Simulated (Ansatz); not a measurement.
Correlation energies of `CC(O)(F)F` by basis set

```xyz
9

C    -0.0415    0.0701   -1.0393
C     0.1851    0.0258    0.4407
O    -0.9237   -0.3940    1.0949
F     1.2387   -0.7896    0.7417
F     0.5625    1.2532    0.9062
H    -0.8571    0.7573   -1.2595
H    -0.2998   -0.9262   -1.3952
H     0.8687    0.4109   -1.5300
H    -0.7329   -0.4076    2.0405
```

The species carries charge 0 and has multiplicity 1. The geometry is a stationary point of PBE0-D4/def2-TZVP. It is one conformer, not always the lowest. Frozen core, restricted reference, the Gaussian-basis code of Ansatz. CBS rows extrapolate triple and quadruple zeta; past MP2 they add the triple-zeta difference.

| basis | HF (Eh) | MP2 corr. | CCSD corr. | (T) | CCSD(T) total |
| --- | --- | --- | --- | --- | --- |
| def2-SVP | -351.55341 | -0.82871 | -0.85931 | -0.01871 | -352.43143 |
| def2-TZVPP | -351.98351 | -1.07316 | -1.09277 | -0.03676 | -353.11304 |
| def2-QZVPP | -351.99906 | -1.16363 | – | – | – |
| CBS(def2) | -352.00120 | -1.23065 | -1.25025 | as TZ | -353.28821 |
